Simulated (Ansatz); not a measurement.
**NH4+ (singlet): from Hartree-Fock to the top rungs at scale of all distances = 0.864, cc-pVDZ**

How much of the correlation energy of NH4+ (singlet) does each wave-function method recover here?

Method: cc-pVDZ, core rule «outside noble gas», up to 1 orbitals frozen; program: Ansatz 0.2.0, Gaussian basis.

The runs, in order: UHF; CCSD(T) on RHF; BCCD(T) on RHF; CISD; CCSDT(Q) on RHF; CASSCF and MRCISD+Q, 2 electrons in 2 orbitals; CASSCF and NEVPT2, 2 electrons in 2 orbitals; CASSCF and MRCISD+Q, 8 electrons in 8 orbitals; CASSCF and NEVPT2, 8 electrons in 8 orbitals.

14 further runs of the same task are left out: 1 for a mislabelled method, 1 for a known fault of the program, 10 that didn't finish, 2 set aside as unsound or not needed.

**1. The system**

The geometry derives from a PBE0/def2-TZVP stationary point (not a proven minimum). All distances are scaled together.

5 atoms, charge 1, spin multiplicity 1.

Atoms are counted from 1 here; the program's logs count them from 0.

Bond lengths: N1–H2 0.884 Å, N1–H3 0.884 Å, N1–H4 0.884 Å, N1–H5 0.884 Å. Angles: H2–N1–H3 109.5°, H2–N1–H4 109.5°, H2–N1–H5 109.5°, H3–N1–H4 109.5°, H3–N1–H5 109.5°, H4–N1–H5 109.5°.

**2. UHF**

in.yaml

```yaml
crystal:
  periodic: [false, false, false]
  atoms:
    - {symbol: N, position_ang: [0.000000, 0.000000, 0.000000]}
    - {symbol: H, position_ang: [0.510057, 0.511749, 0.509945]}
    - {symbol: H, position_ang: [-0.512284, -0.508245, 0.511215]}
    - {symbol: H, position_ang: [-0.508881, 0.509412, -0.513447]}
    - {symbol: H, position_ang: [0.511109, -0.512917, -0.507713]}
basis:
  gaussian: {orbitals: cc-pVDZ}
total_charge: 1
magnetization: {spin_polarized: true, initial_magnetization: 0}
hamiltonian: {xc: hf}
output: {orbitals: {seedname: orbitals}}
```

Launch:

```bash
$ ansatz run in.yaml --threads 1 --pin off --events-out ev --progress --plain --max-ram 2393MiB
```

After this run come: CCSD(T) on RHF; BCCD(T) on RHF; CISD; CCSDT(Q) on RHF; CASSCF and MRCISD+Q, 2 electrons in 2 orbitals; CASSCF and NEVPT2, 2 electrons in 2 orbitals; CASSCF and MRCISD+Q, 8 electrons in 8 orbitals; CASSCF and NEVPT2, 8 electrons in 8 orbitals.

Before running them: what should the planned runs give, taken together? Wanted: RCCSDT(Q) below the RHF energy; RMP2 from RCCSDT(Q); RCCSD from RCCSDT(Q); RCCSD(T) from RCCSDT(Q); NEVPT2 pair from RCCSDT(Q); MRCISD+Q pair from RCCSDT(Q); NEVPT2 valence from RCCSDT(Q); T1 diagnostic; effectively unpaired electrons.

The runs gave:

| quantity | value |
| --- | --- |
| RCCSDT(Q) below the RHF energy | -5.2638 eV |
| RMP2 from RCCSDT(Q) | +554.8 meV |
| RCCSD from RCCSDT(Q) | +90.2 meV |
| RCCSD(T) from RCCSDT(Q) | +9.9 meV |
| NEVPT2 pair from RCCSDT(Q) | +573.5 meV |
| MRCISD+Q pair from RCCSDT(Q) | +12.6 meV |
| NEVPT2 valence from RCCSDT(Q) | +676.1 meV |
| levels within 1 kcal/mol (43 meV) | RCCSD(T), BCCD(T), RCCSDT, MRCISD+Q pair, MRCISD+Q valence |
| T1 diagnostic | 0.004 |
| effectively unpaired electrons | 0.01 |

What this shows: RCCSD(T) misses by +9.9 meV, 0.2 % of the correlation energy. One determinant dominates. Of the multireference levels listed MRCISD+Q valence comes nearest in total energy (-2.0 meV), which doesn't show that its space is the better one. These misses are within one basis, not against nature.
